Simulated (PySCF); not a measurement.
**Which determinant of AlCl⁺ lies lowest?**

Unrestricted PBE0; Al def2-TZVPPD, Cl def2-TZVPPD; no relativity (PySCF 2.14). Outer shells of the fragments: Al+ 3s2; Cl 3s2 3p5.

Followed along the bond (rough minima from three points):

```
2Ms+1   unpaired  ⟨S²⟩ at the start  R at minimum (Å)  Te (eV)
    2        σ ↑               0.76              2.03     0.00
    4  σ ↑, π ↑↑               3.75  none in the scan   ≤ 5.20
```

Solutions found at the starting distance of 2.265 Å, counted from the lowest of them; the search is not exhaustive and high or unbound solutions are not listed, so other states can lie among these:

```
2Ms+1   unpaired   term  E (eV)  ⟨S²⟩  ⟨Lz²⟩  μ (D)
    2        σ ↑    ²Σ⁺    0.00  0.76   0.00  -6.62
    2        π ↑     ²Π    1.91  0.75   1.01  -1.34
    2        π ↑     ²Π    4.35  0.84   1.00  -6.34
    4  σ ↑, π ↑↑  mixed    4.86  3.75   2.01  -1.82
    4  σ ↑, π ↑↑  mixed    5.02  3.75   2.01  -1.72
    4  σ ↑↑, π ↑     ⁴Π    6.65  3.76   1.00  -2.50
    4  σ ↑↑, π ↑     ⁴Π    7.06  3.75   1.01  -1.25
    4      σ ↑↑↑    ⁴Σ⁺    8.73  3.76   0.00  -1.94
```

A term symbol is given only where ⟨S²⟩ and ⟨Lz²⟩ are close to those of a pure state; real π, δ and φ orbitals otherwise mix terms. A positive dipole points towards Cl; it is taken about the centre of mass and depends on that origin.

Counting both spins, an empty level lies below a filled one in some of these solutions, because spin and occupation are held.
